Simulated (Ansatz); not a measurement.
Pyrite RuS2, treated with r²SCAN+rVV10 in Ansatz (plane waves, PAW).

Run with plane-wave cutoff 560 eV, 6×6×6 k mesh, Fermi–Dirac smearing 0.01 eV, no spin polarisation, scalar-relativistic PAW data made under PBE.

Shape and atoms are relaxed at each volume.

Pressure at four volumes; x = ln(V/14.768 Å³). One pressure is withheld.

```
V (Å³/atom)        x  P (GPa)
-----------  -------  -------
14.178       -0.0408     8.52
14.768        0.0000     0.00
15.064        0.0198    -3.57
15.359        0.0392        ?
```

Q: Pass a parabola P(x) through the three rows shown, estimate the bulk modulus and its pressure derivative near zero pressure, and predict the withheld pressure.

A: Slopes between the rows: (0.00 − (8.52))/(0.0000 − (-0.0408)) = -208.82 and (-3.57 − (0.00))/(0.0198 − (0.0000)) = -180.30 GPa. Their difference over the span 0.0606 is c = 28.52/0.0606 = 470.6 GPa, so P(x) = 8.52 + (-208.82)(x − (-0.0408)) + 470.6 (x − (-0.0408))(x − (0.0000)). At the middle row B = −dP/dx = −[-208.82 + 470.6 × 0.0408] = 189.6 GPa, and B′ = dB/dP = 2c/B = 5.0. At x = 0.0392 the parabola gives -6.71 GPa; the run gives -6.73 GPa. The Birch–Murnaghan fit to the energies at all volumes has B0 = 189 GPa and B′ = 4.9.

Note: the bulk modulus comes from volumes at which shape and atoms were relaxed.

Ansatz is a program for electronic structure.
